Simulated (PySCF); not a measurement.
P: electron affinity

P⁻ [Ne] 3s2 3p4 (3P) → P [Ne] 3s2 3p3 (4S), as a difference of total energies. Calculation: PySCF 2.14, in dyall-acv3z (19s12p6d4f, 113 functions); scalar relativity by spin-free X2C-1e. Correlated levels: valence: [Ne] frozen; virtual orbitals above 40 to 60 times the deepest correlated orbital energy dropped. The calculations carry no spin-orbit coupling.

```csv
method,electron affinity (eV),plus first-order spin-orbit estimate,error of that sum (eV)
UHF,-0.334,-0.322,-1.069
MP2 (valence),0.464,0.477,-0.270
SCS-MP2 (valence),0.537,0.549,-0.198
CCSD (valence),0.541,0.553,-0.194
CCSD(T) (valence),0.611,0.623,-0.124
```

Reference: 0.747 eV (measured; photodetachment measurements, as compiled on the Wikipedia data page of electron affinities).

A first-order spin-orbit estimate (lowest level to lowest level, LS coupling) adds 0.012 eV.

Errors of the correlated levels include the incompleteness of this basis and the frozen core.

A negative affinity means that the anion lies above the atom at that level of theory.
